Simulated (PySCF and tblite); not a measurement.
C₄H₅N, numbered as in [CH2:1]=[CH:2][CH2:3][C:4]#[N:5]. Conformers came from 90 starts (ETKDG and KDG, MMFF94s, GFN2-xTB); geometries are PBE0-D3(BJ)/def2-SVP. Weights use PBE0-D3(BJ)/def2-TZVP energies plus GFN2-xTB zero-point and thermal terms (modes under about 100 cm⁻¹ blended into free rotors). Symmetry numbers and mirror images are counted. Conformers within 4 kcal/mol (GFN2-xTB free energy) were kept, 5 at most. GIAO shieldings: PBE0/pcSseg-1. Shifts are against TMS (¹H), TMS (¹³C), NH3 (¹⁵N) at the same level; of two unlike H on one atom, a is the less shielded. (PySCF 2.14, tblite 0.8.)

Torsions listed: C1–C2–C3–C4. Of a mirror pair one member is shown.

```json
{"conformer": "1", "shape": "0°", "point group": "Cs", "mirror pair": "no", "ΔE(DFT)": "0.00", "Δ(G−E) at 150 K": "0.00", "δ H1a (ppm)": "6.15"}
{"conformer": "2", "shape": "123°", "point group": "C1", "mirror pair": "yes", "ΔE(DFT)": "0.80", "Δ(G−E) at 150 K": "0.10", "δ H1a (ppm)": "5.54"}
```

Energies in kcal/mol; the thermal term leaves out symmetry numbers and mirror images.

Problem. Work out the weights at 150 K and the ¹H shift of H1a under fast exchange.

Solution. RT = 0.298 kcal/mol. Each conformer gets RT ln(σ/g), with σ the rotational symmetry number and g = 2 for a mirror pair: 1: σ = 1, g = 1, G = 0.00 + 0.00 + 0.00 = 0.00, 0.00 above the lowest, exp(−ΔG/RT) = 1.000; 2: σ = 1, g = 2, G = 0.80 + 0.10 − 0.21 = 0.70, 0.70 above the lowest, exp(−ΔG/RT) = 0.097. The sum is 1.097, so the weights are 91.2, 8.8 %. The averaged shift is 6.10 ppm. At 298.15 K it is 5.97 ppm. At 298.15 K the leading conformer alone gives 6.15 ppm and bare DFT energies give 6.03 ppm.


¹⁵N shifts are against a computed isolated NH3 molecule, about 20 ppm from the liquid.